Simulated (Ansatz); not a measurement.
Cost and result for the atomization energy of C3H4F2O (`CC(=O)C(F)F`) (10 atoms, 9 bonds).

```xyz
10

C    -0.4727   -0.4051   -1.1388
C    -0.4183    0.5309    0.0246
O    -1.1173    1.4977    0.1654
C     0.6169    0.2084    1.1103
F     0.3624   -1.0195    1.6236
F     1.8546    0.1750    0.5603
H    -1.2399   -0.0808   -1.8384
H    -0.6833   -1.4185   -0.7875
H     0.5020   -0.4375   -1.6325
H     0.5955    0.9494    1.9130
```

The species carries charge 0 and has multiplicity 1. The geometry is a stationary point of PBE0-D4/def2-TZVP. It is one conformer, not always the lowest. Program: Ansatz. All runs use 4 threads of an Arm Neoverse V2 on a shared host. Times are those of one run each, without the atoms' runs, and a repeat can differ threefold. Electronic energies, without spin–orbit coupling; frozen cores. CCSD(T)/CBS adds CCSD(T) − MP2 in def2-TZVPP to the MP2 limit, and its time is that of the two runs behind it. T1 = 0.013. B3LYP takes the VWN-RPA correlation (the form of Gaussian; ORCA's B3LYP/G). HSE06 is the plane-wave form, built on full-range PBE exchange.

CCSD(T)/CBS is a level of theory with its own doubt, some kJ/mol a heavy atom from the limit and from the frozen cores, so smaller differences don't rank the functionals.

```
                             level  functions  wall time
            LDA (SPW92)/def2-TZVPP        242      1.1 s
                BLYP-D4/def2-TZVPP        242      1.6 s
   PBE-D4/def2-TZVPP (with forces)        242      1.9 s
                PBE0-D4/def2-TZVPP        242      2.2 s
               HSE06-D4/def2-TZVPP        242      2.5 s
 B3LYP-D4/def2-TZVPP (with forces)        242      3.5 s
r2SCAN-D4/def2-TZVPP (with forces)        242      3.9 s
             r2SCANh-D4/def2-TZVPP        242      4.1 s
                  CCSD(T)/def2-SVP        104      6.5 s
  ωB97M-V/def2-TZVPP (with forces)        242      8.5 s
                    MP2/def2-QZVPP        462       19 s
                CCSD(T)/def2-TZVPP        242    3.1 min
                 CCSD(T)/CBS(def2)          –    3.4 min
```

Task: What atomization energy does each give, and how far from CCSD(T)/CBS? (Best estimate.)

Result: The calculation gave: 
```
                             level  atomization (kcal/mol)  difference from CCSD(T)/CBS  per bond
            LDA (SPW92)/def2-TZVPP                  1176.9                        181.8      20.2
                BLYP-D4/def2-TZVPP                  1002.3                          7.2       0.8
   PBE-D4/def2-TZVPP (with forces)                  1035.3                         40.2       4.5
                PBE0-D4/def2-TZVPP                  1003.2                          8.1       0.9
               HSE06-D4/def2-TZVPP                  1004.2                          9.1       1.0
 B3LYP-D4/def2-TZVPP (with forces)                   994.2                         -0.9      -0.1
r2SCAN-D4/def2-TZVPP (with forces)                  1001.9                          6.8       0.8
             r2SCANh-D4/def2-TZVPP                   991.4                         -3.7      -0.4
                  CCSD(T)/def2-SVP                   952.2                        -42.9      -4.8
  ωB97M-V/def2-TZVPP (with forces)                  1000.0                          4.9       0.5
                    MP2/def2-QZVPP                  1015.6                         20.5       2.3
                CCSD(T)/def2-TZVPP                   969.3                        -25.8      -2.9
                 CCSD(T)/CBS(def2)                   995.1                          0.0       0.0
```

From BLYP to BHLYP (50 % exact exchange), in def2-TZVPP and without D4, the atomization energy moves by −47.6 kcal/mol: exact exchange takes away binding that semilocal exchange gives to molecules. In def2-TZVPP, CCSD(T) changes the Hartree–Fock value by +267.6 kcal/mol (the triples alone add +18.9 kcal/mol) and MP2 by +298.6 kcal/mol; breaking electron pairs costs correlation energy, which Hartree–Fock lacks. The D4 term adds +6.3 kcal/mol with B3LYP and +3.3 kcal/mol with PBE0; it sums over pairs of atoms, weighted by their polarisabilities, and B3LYP, whose exchange is more repulsive, gets the larger term.
